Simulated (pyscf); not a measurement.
PySCF, gas phase, ωB97X-D3(BJ)/def2-SVP geometries.

Question: Estimate by transition-state theory the rate constant of H₃C–CH₂–ZnH + H atom (H•) → •H₂C–CH₂–ZnH + hydrogen (H₂) (doublet surface; C–H broken, H–H formed) at 298 K, with ωB97M-D3(BJ)/def2-TZVP energies (ideal gas, 1 atm, RRHO with modes under 100 cm⁻¹ raised to 100, one conformer, R ln 2 for chiral ones without a mode under 150 cm⁻¹; no tunnelling).

Answer: The electronic barrier is 7.6 kcal/mol and the thermal terms add +4.2, so ΔG‡ = 11.8 kcal/mol. With k_BT/h = 6.21e+12 s⁻¹ and RT = 0.592 kcal/mol, and a volume of 4.06e-20 cm³ per molecule at 1 atm, k = 5.7e-16 cm³ molecule⁻¹ s⁻¹. Wigner's tunnelling factor for 1363i cm⁻¹ would be 2.80, likely too low at so high a frequency. A shift of 1 kcal/mol in the barrier changes k by a factor 5.4. •H₂C–CH₂–ZnH lies 20.1 kcal/mol over its isomer [H₃C–CH₂–Zn]• (electronic energy, ωB97M-D3(BJ)). This is the saddle that the search found; another between the same sides may lie lower. The angle at the transferred H is 178°. Elements up to Kr have no core potential and no relativistic terms here.
